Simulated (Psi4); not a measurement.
# PBE0/6-31G(d) (spherical functions) run of C3H4F2 (SMILES F/C=C\CF)

Aim: the energy change on altering one bond length of C3H4F2 at PBE0/6-31G* (spherical functions), from 2 runs. 

The results are computed with Psi4 1.11.

### 1 The structure to begin with

C3H4F2 has 9 atoms, charge 0, and is taken as a singlet. As SMILES, `F/C=C\CF`. Geometry: relaxed at PBE0-D4/def2-TZVP. This is one conformer, not always the lowest.

Bond lengths: F1–C2 1.336 Å, C2–C3 1.320 Å, C3–C4 1.485 Å, C4–F5 1.387 Å, C2–H6 1.084 Å, C3–H7 1.084 Å, C4–H8 1.095 Å, C4–H9 1.091 Å. Some angles: F1–C2–C3 122.6°, C2–C3–C4 124.9°, C3–C4–F5 109.9°, F1–C2–H6 112.2°, C3–C2–H6 125.2°, C2–C3–H7 117.2°, C4–C3–H7 117.9°, C3–C4–H8 111.0°, C3–C4–H9 111.5°, F5–C4–H8 107.0°.

### 2 Energy and gradient at PBE0/6-31G(d) (spherical functions)

c3h4f2.json reads:

```json
{
 "schema_name": "qcschema_input",
 "schema_version": 1,
 "molecule": {
  "schema_name": "qcschema_molecule",
  "schema_version": 2,
  "symbols": ["F", "C", "C", "C", "F", "H", "H", "H", "H"],
  "geometry": [-3.34727188, 1.31562733, -1.4441287, -1.43014473, -0.15835905, -2.17091737, 0.51003708, -0.67160866, -0.68842723, 0.83053463, 0.29328549, 1.92638681, 3.1305203, 1.53332378, 2.14238251, -1.67977755, -0.86681737, -4.07595028, 1.96985051, -1.89218277, -1.44677432, 0.84999881, -1.25988041, 3.29322572, -0.66631743, 1.61911734, 2.43188855],
  "molecular_charge": 0,
  "molecular_multiplicity": 1,
  "fix_symmetry": "c1"
 },
 "driver": "gradient",
 "model": {
  "method": "pbe0",
  "basis": "6-31G*"
 },
 "keywords": {
  "puream": true,
  "e_convergence": 1e-09,
  "d_convergence": 1e-08,
  "scf_type": "pk",
  "dft_radial_points": 99,
  "dft_spherical_points": 590,
  "scf_properties": ["MAYER_INDICES", "MULLIKEN_CHARGES", "QUADRUPOLE"]
 }
}
```

On the command line:

```console
$ psi4 --qcschema c3h4f2.json -n 1 --memory 2200MB
```

stdout:

```text
[...]
  Running in c1 symmetry.
[...]
  Nuclear repulsion =  168.442552202306160
[...]
  Multiplicity = 1
[...]
  Nalpha       = 20
  Nbeta        = 20
[...]
    Number of basis functions: 78
[...]
   @RKS iter   1:  -315.88966715711121   -3.73971e-01   6.65275e-03 DIIS/ADIIS
[...]
   @RKS iter  12:  -316.02659084021661   -1.08002e-12   4.77290e-09 DIIS
[...]
  @RKS Final Energy:  -316.02659084021661
   => Energetics <=
    Nuclear Repulsion Energy =            168.4425522023061603
    One-Electron Energy =                -769.4297521232865620
    Two-Electron Energy =                 314.0860563017984077
    DFT Exchange-Correlation Energy =     -29.1254472210345909
    Empirical Dispersion Energy =           0.0000000000000000
    VV10 Nonlocal Energy =                  0.0000000000000000
    Total Energy =                       -316.0265908402166133
[...]
 Multipole Moments:
 ------------------------------------------------------------------------------------
     Multipole            Electronic (a.u.)      Nuclear  (a.u.)        Total (a.u.)
 ------------------------------------------------------------------------------------
 L = 1.  Multiply by 2.5417464519 to convert [e a0] to [Debye]
 Dipole X            :         -0.6734093            0.4028085           -0.2706008
 Dipole Y            :          2.5767768           -3.1846751           -0.6078983
 Dipole Z            :         -0.0195135           -0.2769026           -0.2964161
 Magnitude           :                                                    0.7284419
 L = 2.  Multiply by 1.3450342976 to convert [e a0^2] to [Debye ang]
 Quadrupole XX       :       -238.2968708          214.7819616          -23.5149092
 Quadrupole XY       :         -1.8520519            0.8873350           -0.9647169
[...]
  -Total Gradient:
     Atom            X                  Y                   Z
    ------   -----------------  -----------------  -----------------
       1        0.002188870460    -0.001435257820    -0.000722678301
       2        0.004535981053    -0.001417728218     0.003118771727
       3       -0.004453929334     0.002500317353    -0.001538297215
       4       -0.004099714436    -0.002719570767    -0.001470170092
       5       -0.000061752836     0.000439405999     0.000230618588
       6        0.000143353887     0.000593962989     0.001569436992
       7       -0.001674898211     0.000862975056    -0.000021402993
       8        0.001092822314     0.001379974126    -0.001122483429
       9        0.002315495359    -0.000205189988    -0.000032603921
[...]
```

Run time: 15 s. Hardware: 1 thread of Intel Xeon 6975P-C (Granite Rapids), shared host; peak memory 1.3 GiB.

### 3 The distorted shape at the same level

run.py reads:

```python
import numpy as np
from ase.calculators.psi4 import Psi4
from ase import Atoms

mol = Atoms(['F', 'C', 'C', 'C', 'F', 'H', 'H', 'H', 'H'], positions=[
    [-2.582881, 1.320185, -0.456527],
    [-0.756800, -0.083800, -1.148800],
    [0.269900, -0.355400, -0.364300],
    [0.439500, 0.155200, 1.019400],
    [1.656600, 0.811400, 1.133700],
    [-0.888900, -0.458700, -2.156900],
    [1.042400, -1.001300, -0.765600],
    [0.449800, -0.666700, 1.742700],
    [-0.352600, 0.856800, 1.286900],
])
calc = Psi4(atoms=mol, method='pbe0', basis='6-31G*', memory='2200MB', num_threads=1, charge=0, multiplicity=1, label='calc')
calc.psi4.set_options({'puream': True, 'e_convergence': 1e-09, 'd_convergence': 1e-08, 'scf_type': 'pk', 'dft_radial_points': 99, 'dft_spherical_points': 590})
mol.calc = calc

forces = mol.get_forces()
print(f'energy: {mol.get_potential_energy():.6f} eV')
print('forces / eV A^-1')
print(np.round(forces, 5))
```

On the command line:

```console
$ python run.py
```

calc.dat:

```text
[...]
  Running in c1 symmetry.
[...]
  Nuclear repulsion =  150.372783161597596
[...]
  Multiplicity = 1
[...]
  Nalpha       = 20
  Nbeta        = 20
[...]
    Number of basis functions: 78
[...]
   @RKS iter   1:  -315.63599603221934   -6.76183e-01   8.49674e-03 ADIIS/DIIS
[...]
   @RKS iter  15:  -315.84729498539258   -1.70530e-12   1.51608e-09 DIIS
[...]
    Orbital Energies [Eh]
    ---------------------
    Doubly Occupied:
       1A    -24.772654     2A    -24.690131     3A    -10.365011
       4A    -10.330012     5A    -10.300285     6A     -1.231628
       7A     -1.054105     8A     -0.871737     9A     -0.744057
      10A     -0.617667    11A     -0.557799    12A     -0.524169
      13A     -0.501908    14A     -0.485754    15A     -0.383954
      16A     -0.374013    17A     -0.341313    18A     -0.327584
      19A     -0.311886    20A     -0.309161
[...]
  @RKS Final Energy:  -315.84729498539258
   => Energetics <=
    Nuclear Repulsion Energy =            150.3727831615975958
    One-Electron Energy =                -733.5768925047614175
    Two-Electron Energy =                 296.3292949143421993
    DFT Exchange-Correlation Energy =     -28.9724805565709396
    Empirical Dispersion Energy =           0.0000000000000000
    VV10 Nonlocal Energy =                  0.0000000000000000
    Total Energy =                       -315.8472949853925797
[...]
 Multipole Moments:
 ------------------------------------------------------------------------------------
     Multipole            Electronic (a.u.)      Nuclear  (a.u.)        Total (a.u.)
 ------------------------------------------------------------------------------------
 L = 1.  Multiply by 2.5417464519 to convert [e a0] to [Debye]
 Dipole X            :         -0.4745888            1.5365885            1.0619997
 Dipole Y            :          2.6260172           -4.0563831           -1.4303659
 Dipole Z            :          0.3512308           -0.7067222           -0.3554914
 Magnitude           :                                                    1.8166354
[...]
  -Total Gradient:
     Atom            X                  Y                   Z
    ------   -----------------  -----------------  -----------------
       1       -0.054748364065     0.040815471216     0.017343838887
       2       -0.002325997808    -0.004445492165    -0.013070014772
       3        0.037827599587    -0.025818470500    -0.004656812840
       4       -0.009739673835    -0.008701521419    -0.015435758984
       5        0.002900256960     0.003790216681     0.003049034837
       6        0.023846585796    -0.012752940349     0.002062153288
       7       -0.002994933309     0.003701445346     0.006013267309
       8        0.001538759550     0.002613562829     0.000797804891
       9        0.003694712432     0.000804933915     0.003887036353
[...]
```

The script printed:

```text
energy: -8594.642669 eV
forces / eV A^-1
[[ 2.81527 -2.09882 -0.89186]
 [ 0.11961  0.2286   0.67209]
 [-1.94517  1.32764  0.23946]
 [ 0.50083  0.44745  0.79374]
 [-0.14914 -0.1949  -0.15679]
 [-1.22624  0.65578 -0.10604]
 [ 0.15401 -0.19034 -0.30921]
 [-0.07913 -0.13439 -0.04102]
 [-0.18999 -0.04139 -0.19988]]
```

Wall time 18 s (1 thread of Intel Xeon 6975P-C (Granite Rapids), shared host); peak memory 1.2 GiB.

### 4 Outcome

At PBE0/6-31G* (spherical functions):

| quantity | value |
| --- | --- |
| first shape: total energy | -316.02659 Eh |
| first shape: dipole moment | 1.85 D |
| first shape: HOMO energy | -7.52 eV |
| first shape: LUMO energy | 0.41 eV |
| first shape: HOMO–LUMO gap | 7.93 eV |
| first shape: largest force on an atom | 0.292 eV/Å |
| distorted shape: total energy | -315.84729 Eh |
| distorted shape: dipole moment | 4.62 D |
| distorted shape: HOMO energy | -8.41 eV |
| distorted shape: LUMO energy | -4.35 eV |
| distorted shape: HOMO–LUMO gap | 4.06 eV |
| distorted shape: largest force on an atom | 3.623 eV/Å |
| energy change with the F1–C2 bond stretched from 1.336 to 2.405 Å | 4.879 eV |

In words: With the F1–C2 bond stretched from 1.336 to 2.405 Å the energy rises by 4.88 eV (113 kcal/mol). The first shape isn't relaxed at this level, so the change isn't measured from a minimum. A restricted reference can't describe the breaking bond well at this length. The largest force (first shape) is 0.29 eV/Å: the shape isn't a stationary point for this species at this level.
